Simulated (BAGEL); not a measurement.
# HF/6-31G(d) (density fitting with qzvpp-jkfit, spherical functions) run of C2H7B (SMILES CBC)

What is the vertical ionisation energy of C2H7B at HF/6-31G* (density fitting with qzvpp-jkfit, spherical functions)? 

Program for the calculation: BAGEL 1.2.2.

1 further run of the same task is left out (set aside as unsound or not needed). Runs told in other sessions of the task aren't counted.

## Step 1: Starting point

C2H7B: 10 atoms, total charge 0, spin state singlet. SMILES: `CBC`. The shape is that of a PBE0-D4/def2-TZVP optimisation.

Bond lengths: C1–B2 1.558 Å, B2–C3 1.557 Å, C1–H4 1.102 Å, C1–H5 1.093 Å, C1–H6 1.092 Å, B2–H7 1.204 Å, C3–H8 1.093 Å, C3–H9 1.093 Å, C3–H10 1.102 Å. Some angles: C1–B2–C3 123.5°, C1–B2–H7 118.3°, C3–B2–H7 118.3°, B2–C1–H4 105.5°, B2–C1–H5 113.7°, B2–C1–H6 115.1°, B2–C3–H8 113.8°, B2–C3–H9 115.0°, B2–C3–H10 105.4°, H4–C1–H5 105.0°.

## Step 2: A single-point energy at HF/6-31G(d) (density fitting with qzvpp-jkfit, spherical functions)

input.json

```json
{ "bagel": [

{
  "title": "molecule",
  "basis": "6-31gs.json",
  "df_basis": "qzvpp-jkfit",
  "angstrom": true,
  "geometry": [
    { "atom": "C", "xyz": [   -0.866800,    0.874600,   -0.607300 ] },
    { "atom": "B", "xyz": [    0.104600,   -0.333600,   -0.456400 ] },
    { "atom": "C", "xyz": [    0.826500,   -0.693800,    0.875800 ] },
    { "atom": "H", "xyz": [   -1.880100,    0.442100,   -0.587100 ] },
    { "atom": "H", "xyz": [   -0.793000,    1.379200,   -1.574000 ] },
    { "atom": "H", "xyz": [   -0.820700,    1.609400,    0.199800 ] },
    { "atom": "H", "xyz": [    0.309300,   -1.024800,   -1.421300 ] },
    { "atom": "H", "xyz": [    0.932700,   -1.768600,    1.043000 ] },
    { "atom": "H", "xyz": [    0.414400,   -0.217500,    1.768500 ] },
    { "atom": "H", "xyz": [    1.856400,   -0.318200,    0.761900 ] }
  ]
},
{ "title": "hf", "charge": 0 },
{ "title": "print", "file": "orbitals.molden", "orbitals": true }

]}
```

The basis set 6-31G* is read from a file made from the Basis Set Exchange's data (not shown).

The run is started by

```bash
BAGEL_NUM_THREADS=1 BAGEL input.json > input.out
```

Log:

```text
* using 1 threads per process

  ===============================================================
  ===============================================================

  *** Geometry ***

  { "atom" : "C", "xyz" : [     -1.638015,      1.652754,     -1.147631 ] },
  { "atom" : "B", "xyz" : [      0.197665,     -0.630413,     -0.862471 ] },
  { "atom" : "C", "xyz" : [      1.561859,     -1.311092,      1.655022 ] },
  { "atom" : "H", "xyz" : [     -3.552874,      0.835448,     -1.109458 ] },
  { "atom" : "H", "xyz" : [     -1.498553,      2.606310,     -2.974429 ] },
  { "atom" : "H", "xyz" : [     -1.550898,      3.041325,      0.377567 ] },
  { "atom" : "H", "xyz" : [      0.584492,     -1.936591,     -2.685868 ] },
  { "atom" : "H", "xyz" : [      1.762548,     -3.342170,      1.970984 ] },
  { "atom" : "H", "xyz" : [      0.783103,     -0.411015,      3.341981 ] },
  { "atom" : "H", "xyz" : [      3.508088,     -0.601311,      1.439782 ] },

  Number of auxiliary basis functions:      351

  Since a DF basis is specified, we compute 2- and 3-index integrals:
    o Being stored without compression. Storage requirement is 0.009 GB

  Number of basis functions:       56
  Number of electrons      :       24

    * METHOD: MOLECULE                             0.29

  *** RHF ***

  === Nuclear Repulsion ===
    66.8727389155

      * DIIS with orbital gradients will be used.

  === RHF iteration (6-31gs.json) ===
      0       -104.38270560          0.02004449           0.04
      1       -104.47771201          0.00682813           0.04
      2       -104.48988809          0.00181713           0.04
      3       -104.49091693          0.00018510           0.04
      4       -104.49093059          0.00004534           0.04
      5       -104.49093152          0.00001069           0.04
      6       -104.49093157          0.00000298           0.04
      7       -104.49093158          0.00000087           0.04
      8       -104.49093158          0.00000027           0.04
      9       -104.49093158          0.00000007           0.04
     10       -104.49093158          0.00000002           0.04
     11       -104.49093158          0.00000000           0.04
    * SCF iteration converged.

    * Permanent dipole moment:
           (    0.021857,    -0.074640,    -0.103331) a.u.

    * METHOD: HF                                   0.72

    * METHOD: PRINT                                0.03

  ===============================================================
```

It took 1.7 s on 1 thread of AMD EPYC, shared host; peak memory 0.079 GiB.

## Step 3: The doublet cation at the same level

hf.json

```json
{ "bagel" : [

{
  "title" : "molecule",
  "basis" : "6-31gs.json",
  "df_basis" : "qzvpp-jkfit",
  "angstrom" : true,
  "geometry" : [
    { "atom" : "C", "xyz" : [      -0.866800,       0.874600,      -0.607300 ] },
    { "atom" : "B", "xyz" : [       0.104600,      -0.333600,      -0.456400 ] },
    { "atom" : "C", "xyz" : [       0.826500,      -0.693800,       0.875800 ] },
    { "atom" : "H", "xyz" : [      -1.880100,       0.442100,      -0.587100 ] },
    { "atom" : "H", "xyz" : [      -0.793000,       1.379200,      -1.574000 ] },
    { "atom" : "H", "xyz" : [      -0.820700,       1.609400,       0.199800 ] },
    { "atom" : "H", "xyz" : [       0.309300,      -1.024800,      -1.421300 ] },
    { "atom" : "H", "xyz" : [       0.932700,      -1.768600,       1.043000 ] },
    { "atom" : "H", "xyz" : [       0.414400,      -0.217500,       1.768500 ] },
    { "atom" : "H", "xyz" : [       1.856400,      -0.318200,       0.761900 ] }
  ]
},

{ "title" : "uhf", "charge" : 1, "nopen" : 1 },

{ "title" : "print", "file" : "orbitals.molden", "orbitals" : true }

]}
```

The basis set 6-31G* is read from a file made from the Basis Set Exchange's data (not shown).

The run is started by

```bash
BAGEL_NUM_THREADS=1 BAGEL hf.json > hf.out
```

Log:

```text
* using 1 threads per process

  ===============================================================
  ===============================================================

  *** Geometry ***

  { "atom" : "C", "xyz" : [     -1.638015,      1.652754,     -1.147631 ] },
  { "atom" : "B", "xyz" : [      0.197665,     -0.630413,     -0.862471 ] },
  { "atom" : "C", "xyz" : [      1.561859,     -1.311092,      1.655022 ] },
  { "atom" : "H", "xyz" : [     -3.552874,      0.835448,     -1.109458 ] },
  { "atom" : "H", "xyz" : [     -1.498553,      2.606310,     -2.974429 ] },
  { "atom" : "H", "xyz" : [     -1.550898,      3.041325,      0.377567 ] },
  { "atom" : "H", "xyz" : [      0.584492,     -1.936591,     -2.685868 ] },
  { "atom" : "H", "xyz" : [      1.762548,     -3.342170,      1.970984 ] },
  { "atom" : "H", "xyz" : [      0.783103,     -0.411015,      3.341981 ] },
  { "atom" : "H", "xyz" : [      3.508088,     -0.601311,      1.439782 ] },

  Number of auxiliary basis functions:      351

  Since a DF basis is specified, we compute 2- and 3-index integrals:
    o Being stored without compression. Storage requirement is 0.009 GB

  Number of basis functions:       56
  Number of electrons      :       24

    * METHOD: MOLECULE                             0.35

  *** Open-shell HF ***

  === Nuclear Repulsion ===
    66.8727389155

      * DIIS with orbital gradients will be used.

  === UHF iteration (6-31gs.json) ===
      0       -103.99410032          0.03277414           0.12
      1       -104.07669740          0.01112148           0.14
      2       -104.08631435          0.00440039           0.10
      3       -104.08817163          0.00162331           0.09
      4       -104.08888327          0.00077038           0.09
      5       -104.08917109          0.00025178           0.09
      6       -104.08919953          0.00009921           0.09
      7       -104.08920475          0.00005165           0.09
      8       -104.08920637          0.00002627           0.10
      9       -104.08920682          0.00001024           0.10
     10       -104.08920688          0.00000860           0.10
     11       -104.08920693          0.00000860           0.10
     12       -104.08920694          0.00000868           0.11
     13       -104.08920686          0.00000815           0.10
     14       -104.08920667          0.00000673           0.10
     15       -104.08920639          0.00000337           0.09
     16       -104.08920635          0.00000150           0.10
     17       -104.08920635          0.00000090           0.10
     18       -104.08920635          0.00000052           0.09
     19       -104.08920635          0.00000013           0.10
     20       -104.08920635          0.00000005           0.10
     21       -104.08920635          0.00000002           0.10
     22       -104.08920635          0.00000002           0.10
     23       -104.08920635          0.00000001           0.09
     24       -104.08920635          0.00000001           0.09
    * SCF iteration converged.

    * S^2 (UHF) is 0.7685

    * Permanent dipole moment:
           (   -0.127539,     0.436140,     0.612979) a.u.

    * METHOD: UHF                                  2.80

    * METHOD: PRINT                                0.03

  ===============================================================
```

It took 4.2 s on 1 thread of AMD EPYC, shared host; peak memory 0.079 GiB.

## Step 4: Results

At HF/6-31G* (density fitting with qzvpp-jkfit, spherical functions):

| quantity | value |
| --- | --- |
| singlet C2H7B: total energy | -104.49093 Eh |
| singlet C2H7B: dipole moment | 0.33 D |
| singlet C2H7B: HOMO energy | -12.09 eV |
| singlet C2H7B: LUMO energy | 3.69 eV |
| singlet C2H7B: HOMO–LUMO gap | 15.77 eV |
| doublet cation: total energy | -104.08921 Eh |
| doublet cation: ⟨S²⟩ | 0.768 |
| vertical ionisation energy (to the doublet cation) | 10.932 eV |

The vertical ionisation energy comes to 10.93 eV (1055 kJ/mol). The negative HOMO energy of the first species, 12.09 eV, lies 1.15 eV above that difference.
